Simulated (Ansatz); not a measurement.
Process, species as SMILES: [SiH2][SiH3] (SiH2-SiH3) → 5 H atom + 2 Si atom
B3LYP-D3(BJ)/def2-TZVP geometries, fixed; electronic energies without zero-point terms.

Basis-set convergence of the atomisation energy at r2SCAN with Ansatz (an electronic-structure program). Cartesian d functions, on some or all atoms, in 6-31G**, 6-311+G**; all else is spherical. The program fits the integrals of some runs and decomposes those of others, by size. Open shells are unrestricted. No added dispersion term, no relativity. Functions are those of the species that has most. Reference: the value in aug-cc-pV(Q+d)Z, 445.33 kcal/mol, itself unsure by roughly 0.68 kcal/mol (its mean distance from def2-QZVPPD, pcseg-3, def2-QZVPP). Deviations are taken from unrounded values.

| basis | functions | atomisation energy (kcal/mol) | minus reference (kcal/mol) |
|---|---|---|---|
| STO-3G | 23 | 625.88 | 180.55 |
| 3-21G | 36 | 419.30 | -26.03 |
| def2-SV(P) | 46 | 434.30 | -11.03 |
| pcseg-1 | 61 | 441.85 | -3.48 |
| 6-31G** | 63 | 443.45 | -1.88 |
| cc-pV(D+d)Z | 71 | 438.83 | -6.50 |
| 6-311+G** | 92 | 439.72 | -5.61 |
| aug-pcseg-1 | 99 | 442.06 | -3.27 |
| 6-311++G(2d,2p) | 120 | 441.72 | -3.61 |
| def2-TZVPD | 131 | 443.74 | -1.59 |
| pcseg-2 | 138 | 444.05 | -1.28 |
| def2-TZVPP | 154 | 444.40 | -0.92 |
| jun-cc-pV(T+d)Z | 166 | 444.01 | -1.32 |
| def2-TZVPPD | 181 | 444.48 | -0.85 |
| 6-311++G(3df,3pd) | 184 | 443.94 | -1.39 |
| aug-pcseg-2 | 215 | 444.56 | -0.77 |
| aug-cc-pV(T+d)Z | 225 | 444.14 | -1.19 |
| cc-pV(Q+d)Z | 278 | 445.23 | -0.09 |
